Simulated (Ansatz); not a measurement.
## Ansatz (development build ahead of 0.2.0) run

```yaml
crystal:
  periodic: [false, false, false]
  atoms:
    - { symbol: B, position_ang: [0.0, 0.0, 0.0] }
    - { symbol: F, position_ang: [0.0, 0.0, 4.0862] }
basis:
  gaussian: { orbitals: pcseg-2 }
magnetization:
  spin_polarized: true
  initial_magnetization: 2
hamiltonian:
  xc: { name: wB97X }
```

The input is written out in the form of the current development build from the run's settings.

The run gave:

```
Converged                       : yes
Total energy                    : -124.39589 hartree
Spin squared of the determinant : 2.006
Stability test                  : minimum
```

Caution: charge can spread falsely over distant fragments.
